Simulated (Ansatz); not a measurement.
One change: `[AlH2][NH][SiH3]` becomes `CN[SiH3]`.

Ansatz, PBE0-D4/def2-TZVP geometries, multiplicity 1. 

```json
{"property": "LUMO energy (PBE/def2-TZVPP) / eV", "`[AlH2][NH][SiH3]`": "-1.73"}
{"property": "LUMO energy (B3LYP/def2-TZVPP) / eV", "`[AlH2][NH][SiH3]`": "-1.17"}
{"property": "zero-point energy (PBE0-D4/def2-TZVP) / kJ/mol", "`[AlH2][NH][SiH3]`": "143.6"}
{"property": "HOMO–LUMO gap (B3LYP/def2-TZVPP) / eV", "`[AlH2][NH][SiH3]`": "6.37"}
{"property": "HOMO energy (PBE/def2-TZVPP) / eV", "`[AlH2][NH][SiH3]`": "-6.49"}
{"property": "LUMO energy (ωB97M-V/def2-TZVPP) / eV", "`[AlH2][NH][SiH3]`": "0.62"}
```

(1) Give the same properties after the change, and the shifts. (Best estimate.)

Results:

(1) Ansatz gave: 
```json
{"property": "LUMO energy (PBE/def2-TZVPP) / eV", "`CN[SiH3]`": "-0.36", "shift": "1.37"}
{"property": "LUMO energy (B3LYP/def2-TZVPP) / eV", "`CN[SiH3]`": "0.22", "shift": "1.39"}
{"property": "zero-point energy (PBE0-D4/def2-TZVP) / kJ/mol", "`CN[SiH3]`": "207.4", "shift": "63.8"}
{"property": "HOMO–LUMO gap (B3LYP/def2-TZVPP) / eV", "`CN[SiH3]`": "6.79", "shift": "0.42"}
{"property": "HOMO energy (PBE/def2-TZVPP) / eV", "`CN[SiH3]`": "-5.43", "shift": "1.06"}
{"property": "LUMO energy (ωB97M-V/def2-TZVPP) / eV", "`CN[SiH3]`": "2.02", "shift": "1.40"}
```

With PBE0 the HOMO rises by 0.97 eV and the LUMO rises by 1.43 eV, so the gap widens by about 0.46 eV. PBE moves the HOMO by 1.06 eV and ωB97M-V by 0.93 eV. The zero-point energy changes by 63.8 kJ/mol with +3 modes.

B3LYP here is the variant with VWN-RPA as its local correlation; programs differ in this.
